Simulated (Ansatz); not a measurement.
Compare A (`CC(C)C(C)(C)O`) with its isomer B (`CCCOCCC`).

Program: Ansatz. Geometries: PBE0-D4/def2-TZVP. ΔE: electronic, gas phase. CBS: MP2 limit from def2 TZ/QZ plus the TZ coupled-cluster correction, frozen cores. Functionals use def2-TZVPP. B3LYP here is the variant with VWN-RPA as its local correlation; programs differ in this. Each species was taken in one conformer, which may not be the lowest.

(1) Which isomer does CCSD(T)/CBS put lower? Give the gap. (An estimate is asked.)

(2) Give E(B) − E(A) in kJ/mol with B3LYP, LDA (SPW92), r2SCAN-D4, B2PLYP, CCSD(T)/def2-SVP, CCSD/def2-TZVPP, CCSD(T)/def2-TZVPP. (Best estimate.)

Largest T1 diagnostic: 0.009.

Results:

(1) Ansatz gave: A, by 63.4 kJ/mol.

(2) Computed: B3LYP 32.8, LDA (SPW92) 64.6, r2SCAN-D4 56.7, B2PLYP 46.4, CCSD(T)/def2-SVP 59.0, CCSD/def2-TZVPP 56.7, CCSD(T)/def2-TZVPP 61.5. None reverses the order clearly.

At CCSD(T), def2-SVP lies −4.4 kJ/mol from the extrapolated value and def2-TZVPP −1.9 kJ/mol. Leaving LDA and LC-ωPBE aside and taking each functional with its dispersion term where it has one, the values, not all of them listed here, spread over 13.3 kJ/mol, from B2PLYP to ωB97M-V. LDA lies +22.5 kJ/mol from PBE without D4.
